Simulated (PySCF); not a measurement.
# Computed spin Hamiltonian

C6H11 (doublet state).
Z-matrix (Å and degrees, GFN2-xTB geometry), rows numbered from 1:
```
C 
C   1  1.4782
C   2  1.4601  1  123.91
C   3  1.5601  2  117.61  1  -127.06
C   4  1.5322  3   89.98  2  -132.96
C   5  1.5321  4   89.50  3    13.10
H   1  1.0878  2  111.24  3    -3.36
H   1  1.0955  2  111.16  3   117.44
H   1  1.0946  2  111.11  3  -124.41
H   2  1.0785  1  117.92  3  -178.67
H   3  1.0914  2  110.65  1     1.61
H   4  1.0880  3  111.62  2   -18.25
H   4  1.0878  3  115.42  2   107.18
H   5  1.0882  4  116.01  3   132.07
H   5  1.0884  4  112.77  3  -101.38
H   6  1.0876  3  115.33  2  -107.24
H   6  1.0877  3  111.74  2    18.19
```

The hyperfine couplings belong to this conformer and change with its torsions.

Identity: `C1C(CC1)[CH]C` [radical].

The calculation used UKS B3LYP, pcH-1 on C H, non-relativistic, mean-field spin-orbit, GIAO in PySCF 2.14.0. One conformer (not necessarily the lowest) at the GFN2-xTB geometry, without solvent, vibrations or thermal averaging. A GFN2-xTB geometry isn't a minimum of the functional, and hyperfine couplings can be far from their values at a DFT geometry. The SCF solution wasn't tested for stability.

| Quantity | Value |
| --- | --- |
| g1, g2, g3 | 2.00212, 2.00267, 2.00278 |
| g_iso | 2.00252 |
| Form of g | rhombic: the two nearest values differ by 17 % of g3 − g1 |
| ⟨S²⟩ | 0.7542 (exact 0.7500) |
| HOMO–LUMO gap, α and β orbitals | 6.10, 6.92 eV |
| Total energy | -235.20049 Eh |

Isotropic coupling and dipolar principal values T1 to T3, in MHz:

```csv
atom,isotope,a_iso,T1,T2,T3,Mulliken spin population
C1,13C,-34.5,-2.5,0.8,1.7,-0.09
C2,13C,86.6,-79.3,-78.3,157.6,1.01
C3,13C,-37.5,-1.8,-1.3,3.1,-0.10
C4,13C,84.9,-6.3,-5.8,12.1,0.06
C5,13C,-3.8,-1.1,0.5,0.6,0.01
C6,13C,82.3,-6.0,-5.5,11.5,0.06
H7,1H,3.2,-4.6,-3.7,8.3,0.00
H8,1H,122.0,-5.2,-3.6,8.8,0.05
H9,1H,108.8,-5.1,-3.8,8.9,0.04
H10,1H,-59.6,-37.1,-0.5,37.6,-0.04
H11,1H,3.5,-4.5,-4.0,8.5,0.00
H12,1H,-4.3,-5.7,-1.7,7.5,0.00
H13,1H,0.5,-3.8,-2.0,5.8,0.00
H14,1H,-0.8,-1.5,-0.8,2.3,0.00
H15,1H,-0.1,-1.6,-0.8,2.3,0.00
H16,1H,0.2,-3.7,-2.0,5.7,0.00
H17,1H,-4.2,-5.6,-1.8,7.4,0.00
```

The Mulliken spin populations are largest on C2 (+1.01), C3 (-0.10) and C1 (-0.09). C2 is the only atom above +0.15. The positive populations add up to 1.23 and the negative ones to -0.23, together 2S = 1. The angles at C2 add up to 360.0°, so it is planar; its axial dipolar tensor and the negative coupling of its proton fit spin in a p orbital normal to that plane.

Axes: g2 points within 1° of the C1–C2 bond.

Under fast tumbling the dipolar parts average out, and these isotropic splittings remain: 3 × 1H (H7/H8/H9, I = 1/2, 4 lines) with 2.78 mT, 1 × 1H (H10, I = 1/2, 2 lines) with 2.13 mT, 2 × 1H (H12/H17, I = 1/2, 3 lines) with 0.15 mT and 1 × 1H (H11, I = 1/2, 2 lines) with 0.13 mT.

Means are taken over nuclei equivalent by connectivity, which assumes that they swap fast. The three 1H nuclei of mean +78.0 MHz run from 3.2 to 122.0 MHz in the frozen geometry.

The 13C coupling of C2 (86.6 MHz) shows only in satellite lines or after enrichment, since that isotope makes up about 1.07 % of natural carbon.
